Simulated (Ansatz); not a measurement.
# Abstraction of F: SF2 + SiH3(SiH2) → SF + SiH2(SiH3)F

Species: SF2 `FSF`, singlet; SiH3(SiH2), doublet; SF (Monosulfur monofluoride), doublet; SiH2(SiH3)F, singlet. A radical takes F: the energy is the difference in strength between the S–F bond broken and the Si–F bond made.

Shapes, held fixed at every level: PBE0-D4/def2-TZVP. Programs: Ansatz 0.2.0. The zero-point and thermal change to 298 K, harmonic and unscaled (PBE0-D4/def2-TZVP), is +5.3 kJ/mol.

Estimate ΔH(298 K) of this reaction.

The highest level, CCSD(T)/CBS estimate, gives ΔH(298 K) = -236.4 kJ/mol; the levels span -279.7 to -217.7. The column of differences is taken from that level and isn't an error. No measured value is set beside it here. Open shells run unrestricted. The CBS estimate extrapolates MP2 from def2-TZVPP and def2-QZVPP and adds CCSD(T) − MP2 in the triple-zeta set, cores frozen.

```tsv
level	kind	ΔH(298 K) (kJ/mol)	less CCSD(T)/CBS estimate
MP2/def2-SVP	perturbation theory	-249.3	-12.9
HF/def2-SVP	Hartree–Fock	-279.7	-43.3
HF/def2-TZVPP	Hartree–Fock	-274.2	-37.8
r2SCAN-D4/def2-TZVPP	meta-GGA	-217.7	+18.7
B2PLYP/def2-TZVPP	double hybrid	-238.2	-1.8
CCSD/def2-SVP	coupled cluster or CI	-250.8	-14.4
CCSD(T)/CBS estimate	coupled cluster or CI	-236.4	0.0
```
